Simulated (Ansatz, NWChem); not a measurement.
## C3H3NS (thiazole): from total energies to a heat of formation

C3H3NS: 8 atoms, total charge 0, spin state singlet. SMILES: `c1cscn1`. Geometry: relaxed at PBE0-D4/def2-TZVP.

Total energies at MP3/6-31G* (spherical functions), 9 core orbitals frozen (NWChem 7.3.0); the atoms run unrestricted:

| species | state | energy (Eh) |
| --- | --- | --- |
| C3H3NS | singlet | -567.966543 |
| C | triplet | -37.744857 |
| S | triplet | -397.565724 |
| N | quartet | -54.469025 |
| H | doublet | -0.498233 |

Harmonic wavenumbers at PBE/def2-SVP, in cm⁻¹: 467, 600, 610, 704, 735, 765, 839, 862, 872, 1029, 1128, 1206, 1320, 1427, 1491, 3146, 3154, 3197.

Measured heats of formation of the gaseous atoms at 298.15 K, in kJ/mol: C 716.9, S 277.0, N 472.4, H 218.0. Spin-orbit lowering of the atoms at 298 K (mean of the ground term's levels less their thermal mean, from spectra), in kJ/mol: C 0.02, S 1.88. Take 1 Eh = 2625.50 kJ/mol, 1 cm⁻¹ = 0.0119627 kJ/mol, RT = 2.479 kJ/mol.

**Question.** What heat of formation follows?

**Answer.** 
1. Electronic atomisation energy: 3 × (-37.744857) + (-397.565724) + (-54.469025) + 3 × (-0.498233) − (-567.966543) = 1.202524 Eh = 3157.2 kJ/mol.
2. Zero-point energy: half the sum of the wavenumbers, 11776 cm⁻¹ = 140.9 kJ/mol.
3. Thermal vibrational enthalpy, Σ hcν̃/(exp(hcν̃/kT) − 1): 3.0 kJ/mol. Translation, rotation and pV of a non-linear molecule: 4 RT = 9.9 kJ/mol.
4. The 8 free atoms carry 5/2 RT each: 49.6 kJ/mol.
5. Spin-orbit coupling lowers the free atoms by 3 × 0.02 + 1.88 = 1.9 kJ/mol.
6. Atomisation enthalpy at 298 K: 3157.2 − 1.9 − 140.9 − 3.0 − 9.9 + 49.6 = 3051.1 kJ/mol.
7. Sum of the atoms' heats of formation: 3554.1 kJ/mol. Heat of formation: 3554.1 − 3051.1 = +503.0 kJ/mol.

No measured value is set beside it here. A double-zeta basis underbinds. Anharmonicity and any spin-orbit splitting of the molecule are left out, and so is core correlation.
